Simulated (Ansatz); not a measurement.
# Worked example: correlation energy of N2, singlet

Geometry: a point of a stretch scan, not a stationary point.

```
atom   x (Å)   y (Å)   z (Å)
   N  0.0000  0.0000  0.0000
   N  0.0000  0.0000  1.2010
```

Basis 6-31G; Ansatz 0.2.0. Only valence electrons are correlated (noble-gas cores frozen), which leaves 10 electrons in 16 orbitals. Prefix R: restricted or restricted open-shell reference.

Full CI is exact within this basis and frozen core; it isn't the basis-set limit.

Runs differ by some tens of microhartree through their thresholds, so steps under 0.03 kcal/mol mean nothing.

| level | total energy (hartree) |
| --- | --- |
| RHF | -108.835260 |
| RMP2 | -109.107662 |
| RCCSD* | -109.085011 |
| RCCSD(T)* | -109.095326 |
| RCCSDT | -109.094942 |
| RCCSDT(Q) | -109.098097 |
| RCCSDTQ | -109.097499 |
| full CI | -109.097895 |

Problem. What is the correlation energy at full CI, and what share of it do RMP2 and RCCSDTQ recover?

Solution. E(corr) = -109.097895 − (-108.835260) = -0.262635 hartree = -7.147 eV. RMP2: -0.272402 / -0.262635 = 103.72 %. RCCSDTQ: -0.262239 / -0.262635 = 99.85 %.

Problem. By how many kcal/mol does RCCSD(T) miss full CI (1 hartree = 627.509 kcal/mol), and which steps make up the rest?

Solution. -109.095326 − (-109.097895) = 0.002569 hartree = 1.61 kcal/mol. Steps: RCCSDT − RCCSD(T) = 0.24, RCCSDT(Q) − RCCSDT = -1.98, RCCSDTQ − RCCSDT(Q) = 0.38, full CI − RCCSDTQ = -0.25 kcal/mol. Differences between like states or geometries often cancel part of this.

An asterisk marks runs whose energy the program itself flagged as in doubt.
